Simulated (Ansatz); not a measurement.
## How far each method lies from UCCSDT(Q) for Al₂HF⁺ (H-bridged), doublet

Geometry: that of the Al2HF (H-bridged), singlet, kept fixed.

```xyz
4

Al    0.0000    0.0860    2.0516
Al    0.0000   -0.3405   -0.5851
F     0.0000    0.2971   -2.1172
H     0.0000    1.2129    0.6486
```

Basis cc-pVDZ; Ansatz 0.2.0. Only valence electrons are correlated (noble-gas cores frozen), which leaves 13 electrons in 44 orbitals. Prefix R: restricted or restricted open-shell reference; prefix U: unrestricted. Active spaces: frontier = (9e, 9o) about the gap.

Full CI isn't at hand for all of this; UCCSDT(Q) serves as the reference, and is uncertain by about the last step of the cluster series. The frozen core follows each run's orbitals, which can shift R against U totals by a few meV.

Unrestricted rows (U) aren't spin-pure: their determinants' ⟨S²⟩ exceeds S(S+1) by up to 0.18, so they mix in states of higher spin. For open shells CISD is restricted-active-space CI with the open shells as a complete middle space.

```
UHF ⟨S²⟩                          : 0.929
T1 diagnostic (RCCSD)             : 0.0294
largest doubles amplitude (RCCSD) : 0.069
T1 diagnostic (UCCSD)             : 0.0581
```

```
   level  E − E(RHF) (eV)
     UHF          -0.1628
    RMP2          -7.5851
    UMP2          -7.5078
   RCCSD          -8.2794
   UCCSD          -8.2762
RCCSD(T)          -8.4606
UCCSD(T)          -8.4592
```

Question: Estimate how far UCCSDT(Q) in cc-pVDZ lies from RCCSD(T). The table doesn't fix it; the size of (T) and the diagnostics are the guide.

Answer: UCCSDT(Q) in cc-pVDZ lies 4.8 kJ/mol below RCCSD(T), which is 28 % of the (T) step (-17.5 kJ/mol). The diagnostics give no warning, yet the rest is a sizeable part of (T). The miss exceeds 1 kcal/mol.

The other levels:

```
                    level  E − E(UCCSDT(Q)) (kJ/mol)  share of correlation (%)  wall time
                     CISD                       98.2                     88.04       17 s
                  BCCD(T)                        4.3                     99.48       45 s
                   RCCSDT                        1.8                     99.78          –
                   UCCSDT                        1.9                     99.77          –
                RCCSDT(Q)                        0.5                     99.94      4 min
  CASSCF (frontier space)                      460.6                     43.91          –
  MRCISD (frontier space)                       43.9                     94.66          –
MRCISD+Q (frontier space)                        4.8                     99.42    2.1 min
```

The correlation energy at UCCSDT(Q), counted from RHF, is -8.511 eV. That run took 3.8 min on 1 thread of AMD EPYC, shared host.

Times hold each run's SCF and search for its determinant on a shared host, so for small cases they say little of a method's own cost; they ran on 1 thread of AMD EPYC.
